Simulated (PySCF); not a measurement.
# Molecular orbitals of Na₂⁺

PBEsol at R = 3.618 Å; basis Na 6-31G(d,p); no relativity; PySCF 2.14. State: ²Σg⁺ (doublet), unpaired electrons σ ↑. Only the outer orbitals are listed.

| spin | orbital | occ. | ε (eV) | main shells (%) |
| --- | --- | --- | --- | --- |
| α | πu | 1 | -33.79 | 100 p |
| α | πu | 1 | -33.79 | 100 p |
| α | πg | 1 | -33.79 | 100 p |
| α | πg | 1 | -33.79 | 100 p |
| α | σg | 1 | -33.78 | 100 p |
| α | σu | 1 | -33.77 | 100 p |
| α | σg | 1 | -7.72 | 83 s, 16 p |
| α | σu | 0 | -5.71 | 108 s |
| α | πu | 0 | -4.65 | 98 p |
| α | πu | 0 | -4.65 | 98 p |
| β | πu | 1 | -33.75 | 100 p |
| β | πu | 1 | -33.75 | 100 p |
| β | πg | 1 | -33.75 | 100 p |
| β | πg | 1 | -33.75 | 100 p |
| β | σg | 1 | -33.73 | 100 p |
| β | σu | 1 | -33.72 | 100 p |
| β | σg | 0 | -6.37 | 92 s |
| β | σu | 0 | -4.92 | 98 s |
| β | πu | 0 | -3.39 | 99 p |

Task: Which are the highest filled and the lowest empty level, where do they sit, and how wide is the gap?

Result: Highest filled α σg at -7.72 eV (in %: 83 s, 16 p); lowest empty β σg at -6.37 eV (in %: 92 s); the gap at PBEsol is 1.35 eV.

* bond order (Mayer): 0.50
* ⟨S²⟩: 0.750

Shares are Mulliken populations and can fall outside 0 to 100 %.

The state is the lowest determinant that a PBE0 search found; another state may lie lower at other levels.
